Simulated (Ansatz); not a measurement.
Ansatz (a program for electronic structure) input (PBE/6-311+G**): The .json file is the Basis Set Exchange's 6-311+G**.

Ansatz 0.2 input:
```yaml
crystal:
  periodic: [false, false, false]
  atoms:
    - {symbol: C, position_ang: [-0.00000000, -0.00000000, -0.73641303]}
    - {symbol: N, position_ang: [0.00000000, 0.00000000, 0.42763309]}
    - {symbol: H, position_ang: [0.00000000, 0.00000000, 1.42504654]}
basis:
  gaussian:
    orbitals: 6-311+G__.json
hamiltonian:
  xc: {name: PBE}
total_charge: 1
magnetization: {spin_polarized: true, initial_magnetization: 1}
```

Problem. What final total energy does it give?

Solution. -92.87179 Eh.
